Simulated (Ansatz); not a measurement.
**hcp Ti**

The numbers are results of LDA (plane waves, PAW; Ansatz, a first-principles code), not measurements.

Numerical settings: plane-wave cutoff 520 eV, 24×24×14 k mesh (along the axes of the cell as run), Fermi–Dirac smearing 0.028 eV (set by the program), no spin polarisation, scalar-relativistic PAW data made under PBE.

Cell: measured lattice: a = b = 2.951 Å, c = 4.683 Å, α = β = 90.00°, γ = 120.00°.

For hcp Ti, the elastic constant C11 is 148 GPa and the elastic constant C12 comes out as 60.9 GPa. The elastic constant C13 is 60.0 GPa and the elastic constant C33 is 154 GPa. The elastic constant C44 is 37.6 GPa, the elastic constant C66 is 43.4 GPa and the voigt–Reuss–Hill bulk modulus comes out as 90.0 GPa. The voigt–Reuss–Hill shear modulus (Hill average) is 41.4 GPa. The Young modulus comes out as 108 GPa and the Poisson ratio is 0.300.

Measured, for comparison: elastic constant C11 176 GPa, elastic constant C12 87 GPa, elastic constant C13 68 GPa, elastic constant C33 191 GPa, elastic constant C44 51 GPa (4 K, zero-point motion not removed; as tabulated in Ferrari et al. (2019), arXiv:1905.01197). Computed (rounded) less measured: elastic constant C11 -16 %, elastic constant C12 -30 %, elastic constant C13 -12 %, elastic constant C33 -19 %, elastic constant C44 -26 %.

Note: the cell isn't this level's own, so it is under some stress, which shifts stiffness and frequencies.

Elastic constants are with the ions relaxed.

Computing time: very roughly 18 core-minutes.
